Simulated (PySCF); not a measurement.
Gas-phase reaction: 4 BHCl2 ⇌ 2 BH2 + 2 BCl + 3 Cl2

Method: PySCF energies plus ideal-gas RRHO corrections (1 bar). S°(298 K) at PBE0/def2-TZVP differs from the NASA 1993 table for BH2 (+14 J/mol/K); whether the harmonic model or the table's entry is off was not settled. † marks an energy on the PBE0/def2-TZVP geometry and frequencies; other levels use their own. MP2 and CCSD(T) freeze the core. 6-31G* has spherical d functions here. Open shells (unrestricted): BH2 (multiplicity 2); the rest are closed-shell singlets. B3LYP is the form with VWN-RPA correlation. MP2 isn't extrapolated to the basis-set limit; its ΔH°(298 K) is 2216.8 kJ in def2-SVP and 2110.2 kJ in def2-TZVPP. CCSD(T) isn't extrapolated to the basis-set limit; its ΔH°(298 K) is 2106.5 kJ in def2-SVP and 2004.4 kJ in def2-TZVPP. The harmonic model lacks anharmonicity and excited electronic states, which grow with temperature; levels with a mode under 35 cm⁻¹ are left out.

| level | ΔE electronic, kJ | ΔH°(298 K), kJ | ΔS°(298 K), J/K | ΔG°(1600 K), kJ |
|---|---|---|---|---|
| B3LYP/6-31G* | 2116 | 2073 | 414 | 1402 |
| B3LYP/def2-TZVP† | 2022 | 1980 | 411 | 1316 |
| CCSD(T)/def2-TZVPP† | 2046 | 2004 | 411 | 1340 |
| HF/def2-TZVP† | 1925 | 1884 | 411 | 1220 |
| M06-2X/def2-TZVP† | 2070 | 2028 | 411 | 1364 |
| MP2/def2-SVP† | 2259 | 2217 | 411 | 1553 |
| PBE/def2-SVP | 2176 | 2135 | 414 | 1465 |
| PBE0/def2-TZVP | 2092 | 2050 | 411 | 1386 |
| r2SCAN/def2-TZVP† | 2106 | 2064 | 411 | 1400 |
| LDA/def2-TZVP† | 2231 | 2190 | 411 | 1525 |
| ωB97X-V/def2-TZVP† | 2093 | 2051 | 411 | 1387 |
ΔH° is lowest at HF/def2-TZVP† and highest at MP2/def2-SVP†. No reference value is set beside these.
